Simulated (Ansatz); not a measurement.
`[SiH]S` + H₂ → `[SiH2]` + H₂S at 298.15 K and 1 bar (hydrogenolysis of the Si–S bond).

Program: Ansatz. Geometries: PBE0-D4/def2-TZVP. ΔE: electronic, gas phase. CCSD(T)/CBS is extrapolated from def2-TZVPP and def2-QZVPP, frozen cores.

```csv
species,CCSD(T)/CBS energy (Eh),H − E (kJ/mol),S (J/(mol·K))
`[SiH]S`,-688.02582,55.9,256.4
H₂,-1.17463,35.1,130.4
`[SiH2]`,-290.18696,40.6,207.5
H₂S,-398.97119,49.9,205.7
```

H − E and S are ideal-gas, rigid-rotor, harmonic terms from PBE0-D4/def2-TZVP. 1 Eh = 2625.50 kJ/mol, R = 8.31446 J/(mol·K).

By hand: ΔE, ΔH, ΔS and ΔG.

ΔE = (-290.18696) + (-398.97119) − (-688.02582) − (-1.17463) = 0.04230 Eh = 111.1 kJ/mol. Δ(H − E) = 40.6 + 49.9 − 55.9 − 35.1 = -0.5, so ΔH = 110.6 kJ/mol. ΔS = 207.5 + 205.7 − 256.4 − 130.4 = 26.4 J/(mol·K). ΔG = 110.6 − 298.15 × (26.4)/1000 = 102.7 kJ/mol.

By hand: the equilibrium constant, and the temperature at which ΔG would vanish if ΔH and ΔS stayed fixed.

log₁₀ K = −ΔG/(RT ln 10) = -18.0. ΔG = 0 at ΔH/ΔS = 4189 K, far beyond where these terms or the molecules hold.

ΔH outweighs TΔS. A doubt of 5 kJ/mol in ΔE shifts log₁₀ K by 0.9 here. These are equilibria of isolated gas molecules and say nothing of rates. Largest T1 diagnostic: 0.016 (customary marks: 0.02 for closed shells, 0.045 for open ones).
